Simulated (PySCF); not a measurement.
Computed with PySCF with PBE0-D4/def2-TZVP. All species are isolated molecules in the gas phase. Excitations are Tamm–Dancoff values on a coarser integration grid. The basis has no diffuse functions, so Rydberg states are missing or too high.

Reference species (SMILES): `N#N` (neutral, multiplicity 1).

```
Item                    Result
-------------------  ---------
HOMO                 -12.18 eV
T1 excitation (TDA)    7.70 eV
```

Changed species: `[C-]#[S+]`.

Task: Predict the effect on the HOMO and T1 excitation (TDA).

Result: the HOMO rises by 3.31 eV, to -8.87 eV; the T1 excitation (TDA) decreases by 4.51 eV, to 3.19 eV.
